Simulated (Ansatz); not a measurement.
Mulliken charges of BClS (`S=BCl`) from PBE/def2-TZVPP in Ansatz (PBE0-D4/def2-TZVP geometry).

```tsv
atom	x (Å)	y (Å)	z (Å)	charge (e)
S1	-1.049	1.165	-0.444	-0.116
B2	-0.015	0.017	-0.006	0.126
Cl3	1.064	-1.182	0.450	-0.010
```

Task: By hand: the dipole of these point charges (1 e Å = 4.8032 D).

Result: Σ q r = (0.109, -0.121, 0.046) e Å, of length 0.169 e Å = 0.81 D.

Task: How does the dipole of the full density compare? (An estimate is asked.)

Result: Computed: (0.216, -0.240, 0.092) e Å, 1.61 D; the point charges give 0.50 times that, at 0° from its direction.

Point charges leave out the atoms' own dipoles, such as those of lone pairs, and Mulliken's split depends on the basis, so the two needn't agree.
